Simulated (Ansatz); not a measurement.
# Counterpoise correction, worked out

The pair of NH3 (SMILES N, atoms 1–4) and SiH3Cl (SMILES [SiH3]Cl, atoms 5–9), both closed shells, in one local arrangement (a lower one may exist), relaxed at PBE0-D4/def2-TZVP:

```json
{"atom": "N1", "x (Å)": "0.0946", "y (Å)": "-0.1456", "z (Å)": "-2.1691"}
{"atom": "H2", "x (Å)": "-0.7324", "y (Å)": "0.3961", "z (Å)": "-1.9530"}
{"atom": "H3", "x (Å)": "0.0706", "y (Å)": "-0.9817", "z (Å)": "-1.5987"}
{"atom": "H4", "x (Å)": "0.9003", "y (Å)": "0.3958", "z (Å)": "-1.8831"}
{"atom": "Si5", "x (Å)": "-0.0748", "y (Å)": "0.1962", "z (Å)": "1.5388"}
{"atom": "Cl6", "x (Å)": "0.0572", "y (Å)": "-1.8285", "z (Å)": "1.2041"}
{"atom": "H7", "x (Å)": "-1.2996", "y (Å)": "0.7058", "z (Å)": "0.8819"}
{"atom": "H8", "x (Å)": "1.1292", "y (Å)": "0.8491", "z (Å)": "0.9775"}
{"atom": "H9", "x (Å)": "-0.1452", "y (Å)": "0.4130", "z (Å)": "3.0017"}
```

Program: Ansatz 0.2.0. Basis: def2-TZVPPD. Cores are frozen in the correlated methods.

CCSD(T) total energies in eV:

| system | geometry | basis functions | energy |
| --- | --- | --- | --- |
| pair | pair | all | -21962.38872 |
| NH3 | as in the pair | all (partner as ghosts) | -1536.86597 |
| SiH3Cl | as in the pair | all (partner as ghosts) | -20425.48331 |
| NH3 | as in the pair | its own | -1536.85927 |
| SiH3Cl | as in the pair | its own | -20425.46952 |
| NH3 | free (PBE0-D4 minimum) | its own | -1536.86076 |
| SiH3Cl | free (PBE0-D4 minimum) | its own | -20425.46934 |

Task: Work out the interaction energy with and without the counterpoise correction, the superposition error, and the binding energy from the relaxed fragments.

Result: Without correction: -21962.38872 − (-1536.85927) − (-20425.46952) = -0.05993 eV.
With correction (each fragment in the whole basis): -21962.38872 − (-1536.86597) − (-20425.48331) = -0.03944 eV = -0.91 kcal/mol.
The superposition error is the difference, 0.02049 eV, 34 % of the uncorrected value: each fragment borrows its partner's functions.
Deformation from the free shapes: 0.00149 eV for NH3 and -0.00018 eV for SiH3Cl (a small negative value is possible, since the free shapes are minima of another method).
Binding energy from relaxed fragments: -0.03944 + 0.00149 + (-0.00018) = -0.03813 eV = -0.88 kcal/mol (electronic, without zero-point energy; negative means bound). For comparison, the corrected interaction energy by CCSD(T) at an estimated basis limit (MP2 extrapolated from triple and quadruple zeta, plus CCSD(T) − MP2 in triple zeta) is -0.053 eV; triple zeta with the correction binds less.

T1 diagnostic: at most 0.009.

For scale, one of the runs: CCSD(T)/def2-TZVPPD, 238 basis functions, launched by `ansatz run in.yaml --threads 4 --pin off --events-out ev --progress --plain --max-ram 9574MiB`. The run took 58 s on 4 CPU threads of an Arm Neoverse V1 (shared host), with 4.2 GiB of host memory at its peak.
